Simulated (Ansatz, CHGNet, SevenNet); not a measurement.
**hcp Tc: properties by level of theory**

Reference values: lattice constant a 2.741 Å (measured, 293 K, no zero-point or thermal correction; as tabulated in Wikipedia's data pages); lattice parameter c 4.399 Å (measured, 293 K, no zero-point or thermal correction; as tabulated in Wikipedia's data pages).

| level (code) | lattice parameter a (Å) | c axis length (Å) |
|---|---|---|
| CHGNet-r²SCAN | 2.751 | 4.367 |
| SevenNet-0 | 2.766 | 4.407 |
| PBE (Ansatz) | 2.752 | 4.403 |
| r²SCAN (Ansatz) | 2.736 | 4.382 |
| Hartree–Fock (Ansatz) | 2.737 | 4.275 |

Differences from the reference values (errors of the level alone only where the reference is corrected to a static lattice):

```json
[
 {"level": "CHGNet-r²SCAN", "lattice constant a (%)": "+0.36", "lattice parameter c (%)": "-0.73"},
 {"level": "SevenNet-0", "lattice constant a (%)": "+0.91", "lattice parameter c (%)": "+0.18"},
 {"level": "PBE", "lattice constant a (%)": "+0.40", "lattice parameter c (%)": "+0.09"},
 {"level": "r²SCAN", "lattice constant a (%)": "-0.18", "lattice parameter c (%)": "-0.39"},
 {"level": "Hartree–Fock", "lattice constant a (%)": "-0.15", "lattice parameter c (%)": "-2.82"}
]
```

Nearest: lattice constant a, not ranked (reference at room or unstated temperature); lattice parameter c, not ranked (reference at room or unstated temperature).

Machine-learned potentials (CHGNet-r²SCAN, SevenNet-0) are trained on DFT data: a solid inside that data is no test of them.

Ansatz's density-functional and Hartree–Fock values are scalar-relativistic unless marked +SOC, with PAW data made under PBE.

Differences are worked out from the printed values.

Computed values are for the static lattice.

Ansatz is a quantum-chemistry and plane-wave program.
